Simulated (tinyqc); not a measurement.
Worked calculation: extended Hueckel theory, for BH3+. The parameters take no account of the charge, which enters only through the electron count. One step of it, computed by the program tinyqc.

Task: Wolfsberg-Helmholz matrix. H_ij = K' S_ij (H_ii + H_jj)/2 for i != j (the diagonal keeps H_ii), with K' = K + D^2 + D^4 (1 - K), D = (H_ii - H_jj)/(H_ii + H_jj), K = 2.

overlap S, lower triangle:
```
           1B 2s     1B 2px     1B 2py     1B 2pz     2H 1s     3H 1s     4H 1s
1B 2s   1.000000
1B 2px  0.000000   1.000000
1B 2py  0.000000   0.000000   1.000000
1B 2pz  0.000000   0.000000   0.000000   1.000000
2H 1s   0.494649   0.535741   0.000000  -0.006828  1.000000
3H 1s   0.494256  -0.267785   0.463737  -0.006820  0.095885  1.000000
4H 1s   0.494256  -0.267785  -0.463737  -0.006820  0.095885  0.095787  1.000000
```

diagonal H_ii (eV): 1B 2s -15.200000, 1B 2px -8.500000, 1B 2py -8.500000, 1B 2pz -8.500000, 2H 1s -13.600000, 3H 1s -13.600000, 4H 1s -13.600000

K = 2.000000

Give: H.

Result:

H (eV), lower triangle:
```
          1B 2s   1B 2px   1B 2py  1B 2pz    2H 1s    3H 1s    4H 1s
1B 2s   -15.200
1B 2px    0.000   -8.500
1B 2py    0.000    0.000   -8.500
1B 2pz    0.000    0.000    0.000  -8.500
2H 1s   -14.268  -12.138    0.000   0.155  -13.600
3H 1s   -14.256    6.067  -10.507   0.155   -2.608  -13.600
4H 1s   -14.256    6.067   10.507   0.155   -2.608   -2.605  -13.600
```
